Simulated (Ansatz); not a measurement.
All numbers were calculated with Ansatz.

A structure relaxed at PBE0-D4/def2-TZVP, charge 1, multiplicity 1:

```json
{"atom": "Si1", "x (Å)": "0.000", "y (Å)": "0.000", "z (Å)": "0.000"}
{"atom": "H2", "x (Å)": "-1.078", "y (Å)": "0.985", "z (Å)": "-0.183"}
{"atom": "H3", "x (Å)": "-0.329", "y (Å)": "-1.412", "z (Å)": "0.255"}
{"atom": "H4", "x (Å)": "1.407", "y (Å)": "0.427", "z (Å)": "-0.073"}
```

Problem. Give its formula and SMILES.

Solution. H3Si, `[SiH3+]`.

Problem. Point group (tolerance 0.08 Å, 0.16 Å for H)?

Solution. D3h.

Problem. Summarise the bond lengths by kind.

Solution. 3 × H–Si 1.472 Å.
